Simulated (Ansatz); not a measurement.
CCSD(T) against full CI for several species

Each species is computed at the geometry given (Å), with frozen cores, in Ansatz 0.2.0: RHF-CCSD(T) for singlets, UHF-CCSD(T) otherwise, and full CI in the same basis. The program picks the determinant by trial CCSD, so it needn't be the lowest Hartree–Fock solution. States: HBC Σ⁻ or Δ, AsH3 A', BH2⁺ B2, HAl–AlH Bg. Cases whose determinant has another symmetry than full CI's state, or whose (Q) step broke down, weren't drawn. No relativity is included.

Question: Judging by size, spin and bonding and the diagnostics given, rank them by the size of CCSD(T)'s error in total energy against full CI in the same basis, smallest first (an estimate).
A. HBC, triplet, 6-31G: B 0.000 0.000 0.511; C 0.000 0.000 -2.200; H 0.000 0.000 1.689. T1 0.032, (T) -62 meV in a correlation energy of -2.80 eV
B. HAl–AlH, triplet, 6-31G: Al 0.000 -0.154 1.308; Al 0.000 0.154 -1.308; H 0.000 1.144 2.283; H 0.000 -1.144 -2.283. T1 0.038, (T) -64 meV in a correlation energy of -2.36 eV
C. BH$_{2}$⁺, triplet, aug-cc-pVTZ: B 0.000 0.000 -0.070; H 0.000 1.212 0.374; H 0.000 -1.212 0.374. T1 0.024, (T) -47 meV in a correlation energy of -2.06 eV
D. AsH₃, singlet, 6-31G: As 0.000 0.000 -0.033; H 1.259 0.014 0.822; H -0.649 1.087 0.812; H -0.624 -1.102 0.811. T1 0.008, (T) -24 meV in a correlation energy of -2.37 eV

Answer: D (7.1 meV), C (13.2 meV), B (38.2 meV), A (55.8 meV).

| species | basis | correlated electrons | CCSD(T) − full CI (meV) | CCSDT(Q) − full CI (meV) | unpaired electrons (full CI) | T1 | ⟨S²⟩ of the determinant |
| --- | --- | --- | --- | --- | --- | --- | --- |
| AsH3, singlet | 6-31G | 8 | 7.1 | 0.2 | 0.04 | 0.008 | 0.00 |
| BH2⁺, triplet | aug-cc-pVTZ | 4 | 13.2 | -0.8 | 2.03 | 0.024 | 2.03 |
| HAl–AlH, triplet | 6-31G | 8 | 38.2 | 1.5 | 2.08 | 0.038 | 2.11 |
| HBC, triplet | 6-31G | 8 | 55.8 | -0.2 | 2.19 | 0.032 | 2.01 |

Unpaired electrons are Σ n²(2−n)² over natural occupations; an open shell counts its own unpaired electrons too. Frozen cores follow each run's orbitals, which moves totals by a few meV.
